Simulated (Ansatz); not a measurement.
# Re (hcp): energy against volume

These are results of Ansatz 0.2.0, DFT, PBE, plane waves (420 eV) with PAW, scalar-relativistic, not measurements.

The cell is scaled uniformly from the relaxed one, with fractional coordinates and shape fixed. Energies are extrapolated to zero smearing, pressures are those at the given smearing. Magnetic state: spin not included.

A Birch-Murnaghan fit gives V₀ = 14.95 Å³/atom, B₀ = 364 GPa, B₀′ = 4.5.

Task: What are the energy above the minimum and the pressure at 13.160 Å³/atom?

Result: 305.9 meV/atom and 61.62 GPa as computed.

Task: What are the energy above the minimum and the pressure at 14.356 Å³/atom?

Result: 28.6 meV/atom and 16.29 GPa as computed.

Task: What are the energy above the minimum and the pressure at 16.151 Å³/atom?

Result: 95.5 meV/atom and -23.51 GPa as computed.
